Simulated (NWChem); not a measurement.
propane (C3H8); SMILES CCC

```xyz
11

C     -1.2711     0.0000     0.2571
C      0.0000     0.0000    -0.5789
C      1.2711     0.0000     0.2571
H     -2.1740     0.0000    -0.3728
H     -1.3212    -0.8875     0.9090
H     -1.3212     0.8875     0.9090
H      0.0000     0.8792    -1.2466
H      0.0000    -0.8792    -1.2466
H      2.1740     0.0000    -0.3728
H      1.3212     0.8875     0.9090
H      1.3212    -0.8875     0.9090
```
Atoms are numbered in this order, from 1.

Results from NWChem. Geometry optimised at PBE0/def2-SVP; all other runs use it. 

```
quantity                                                         level  value
--------------------------------------------------  ------------------  -----
−ε(HOMO) (eV)                                             PBE/def2-SVP   7.58
vertical, lowest state with f > 0.02, singlet (eV)  PBE/def2-SVPD, TDA      …
anisotropy (bohr³), static                               PBE/def2-SVPD      …
dipole in solution (D) in n-hexane                  PBE0/def2-SVP, SMD      …
dipole (D)                                               PBE0/def2-SVP   0.05
highest harmonic frequency (cm⁻¹)                        PBE0/def2-SVP   3147
```

Task: Some entries are withheld; supply them.

Result: 
- vertical, lowest state with f > 0.02, singlet (eV), value: 8.36
- anisotropy (bohr³), static, value: 6.6
- dipole in solution (D) in n-hexane, value: 0.06
